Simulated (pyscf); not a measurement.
Thermochemistry of product channels of HO–Ga(Cl)–Cl (SMILES [OH][Ga]([Cl])[Cl]) + HF (SMILES F) on the singlet surface, in kJ/mol, from CCSD(T)/def2-TZVPP + ΔMP2(QZVPP) energies (ideal gas, 1 atm, RRHO with modes under 100 cm⁻¹ raised to 100, one conformer, R ln 2 for chiral ones without a mode under 150 cm⁻¹). PySCF, gas phase, ωB97X-D3(BJ)/def2-SVP geometries. Correlated levels are frozen-core, on RHF or UHF. ΔMP2 is the change of the MP2 total energy from the triple- to the quadruple-zeta basis.

```json
[
 {"products": "HO–Ga(F)–Cl (SMILES [OH][Ga]([F])[Cl]) + HCl (SMILES Cl)", "ΔE": "[?]", "ΔH(298 K)": "+30.1", "ΔG(600 K)": "+29.1", "ΔG(900 K)": "+28.9"},
 {"products": "H₂O (SMILES O) + F–Ga(Cl)–Cl (SMILES [F][Ga]([Cl])[Cl])", "ΔE": "[?]", "ΔH(298 K)": "-14.7", "ΔG(600 K)": "-16.1", "ΔG(900 K)": "-15.4"}
]
```

Task: What belongs in the gaps?

Result: 
- HO–Ga(F)–Cl (SMILES [OH][Ga]([F])[Cl]) + HCl (SMILES Cl), ΔE: +35.3
- H₂O (SMILES O) + F–Ga(Cl)–Cl (SMILES [F][Ga]([Cl])[Cl]), ΔE: -16.3

These are energies of the channels, which say nothing of barriers. The CCSD(T) − MP2 part came from Ansatz, without density fitting, on the same reference. The frozen core leaves the outer d or s,p core shells of the metals and heavy elements correlated in the MP2 and CC values, and def2-TZVPP describes them poorly, which can shift differences by a few kcal/mol. Elements up to Kr have no core potential and no relativistic terms here.
